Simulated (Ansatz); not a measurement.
in.yaml

```yaml
crystal:
  periodic: [false, false, false]
  atoms:
    - {symbol: N, position_ang: [0.000000, 0.000000, 0.438252]}
    - {symbol: Mg, position_ang: [0.000000, 0.000000, -2.403115]}
    - {symbol: H, position_ang: [0.000000, 0.000000, 1.964862]}
basis:
  gaussian: {orbitals: 6-31G}
magnetization: {spin_polarized: false, initial_magnetization: 2}
correlation: {method: fci, electrons: outside_noble_gas}
```

```sh
$ ansatz run in.yaml --threads 1 --pin off --events-out ev --progress --plain --max-ram 2393MiB
```

Log:

```
500 factors; integrals over basis functions are off by at most 1.7e-7 eV
mean field evaluation 1: about -6919.3845 eV, gradient 2.4e1 eV
mean field evaluation 2: about -6919.4004 eV, gradient 2.4e1 eV
mean field evaluation 4: about -6920.5994 eV, gradient 1.8e1 eV
mean field evaluation 8: about -6921.4820 eV, gradient 3.7e0 eV
mean field evaluation 16: about -6921.8561 eV, gradient 1.1e-1 eV
mean field evaluation 32: about -6924.0680 eV, gradient 5.9e-3 eV
mean field evaluation 64: about -6918.1135 eV, gradient 3.2e1 eV
mean field evaluation 96: about -6917.8694 eV, gradient 1.2e-3 eV
mean field evaluation 128: about -6917.8374 eV, gradient 3.7e0 eV
mean field evaluation 160: about -6917.8390 eV, gradient 1.0e0 eV
mean field evaluation 192: about -6921.8432 eV, gradient 6.4e-1 eV
mean field -6924.06795864 eV, -254.4548041783 hartree, gradient 4.0e-6 eV, S^2 2.000000; 10 other end points of the search recorded, 0 dependent functions left out
mean field evaluation 224: about -6924.6725 eV, gradient 8.0e-1 eV
mean field evaluation 256: about -6924.5771 eV, gradient 1.2e0 eV
mean field evaluation 288: about -6923.0169 eV, gradient 3.2e0 eV
determinant -6924.06795864 eV, -254.4548041783 hartree, with singles and doubles -6927.67405639 eV, -254.5873258263 hartree
determinant -6921.85635265 eV, -254.3735291570 hartree, with singles and doubles -6925.42781396 eV, -254.5047779396 hartree
6 core orbitals not correlated: weight in the atoms' cores, before any rotation towards them, 1.000 or more for the frozen orbitals, at most 0.000 for the correlated occupied ones
reference -6924.06795864 eV, -254.4548041783 hartree; 5, 3 occupied and 13, 15 virtual orbitals, 500 factors
state -6927.75674010 eV, -254.5903643965 hartree
Total energy: -6927.75674010 eV, -254.5903643965 hartree
```

Ran on 1 thread of INTEL XEON PLATINUM 8581C, shared host: 19 s wall, 0.38 GiB peak host memory.
